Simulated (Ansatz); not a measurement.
## One arrangement of a pair

The pair of H$_{2}$O (SMILES O, atoms 1–3) and Si$_{2}$H$_{6}$ (SMILES [SiH3][SiH3], atoms 4–11), both closed shells, in one local arrangement (a lower one may exist), relaxed at PBE0-D4/def2-TZVP:

```
11
angstrom
O -0.2326 0.0730 -2.0383
H 0.3782 0.7415 -2.3585
H 0.0974 -0.7606 -2.3829
Si 1.1128 -0.2107 0.7712
Si -1.1902 0.2005 0.9048
H 1.8209 0.8972 0.0725
H 1.7200 -0.3376 2.1265
H 1.3949 -1.4773 0.0409
H -1.5308 1.5063 0.2843
H -1.6106 0.2523 2.3346
H -1.9600 -0.8848 0.2449
```

Ansatz 0.2.0; basis: def2-TZVPPD, with def2-QZVPPD for the basis limit; cores frozen in the correlated methods. B3LYP uses VWN-RPA correlation. Extrapolation: Hartree–Fock as exp(−7.88 √X), correlation as X^−2.97. Interaction energies count from these two fragments, frozen as in the pair, with the counterpoise correction; negative means bound.

Question: What is the interaction energy by CCSD(T) at an estimated basis limit (MP2 extrapolated from triple and quadruple zeta, plus CCSD(T) − MP2 in triple zeta)? (An estimate is asked for; the value comes from the calculation.)

Answer: Computed: -3.13 kcal/mol. Hartree–Fock alone gives -0.63 kcal/mol at the basis limit. It counts from the two fragments frozen as in the pair.

The same quantity by other methods in triple zeta, and each one's difference from that estimate:
```tsv
method	E_int (kcal/mol)	difference
PBE-D4	-3.03	0.10
revPBE-D4	-2.55	0.58
BLYP-D4	-2.56	0.57
r2SCAN-D4	-3.41	-0.28
B97M-V	-3.57	-0.44
PBE0-D4	-3.05	0.08
B3LYP-D4	-2.87	0.26
HSE06-D4	-2.99	0.14
wB97X-V	-3.25	-0.12
wB97M-V	-3.55	-0.42
B2PLYP	-1.77	1.36
HF	-0.58	2.55
MP2	-2.73	0.40
CCSD	-2.31	0.82
CCSD(T)	-2.66	0.47
```
Differences are method less estimate.

Energy to bend the free fragments (PBE0-D4 minima) into their shapes in the pair, CCSD(T)/def2-TZVPPD: H$_{2}$O 0.01 kcal/mol; Si$_{2}$H$_{6}$ 1.19 kcal/mol. This must be added to the interaction energy to get the binding energy from relaxed fragments.

Basis-set superposition shift (counterpoise-corrected less uncorrected): CCSD(T) 0.64; MP2 0.61; HF 0.06; PBE0-D4 0.06; wB97M-V 0.07 kcal/mol.

T1 diagnostic: at most 0.013.

For scale, one of the runs: CCSD(T)/def2-TZVPPD, 272 basis functions, launched by `ansatz run in.yaml --threads 4 --pin off --events-out ev --progress --plain --max-ram 9574MiB`. Hardware: 4 CPU threads of an Intel Xeon 6975P-C, shared host. Wall time 32 s; peak host memory 7.4 GiB.
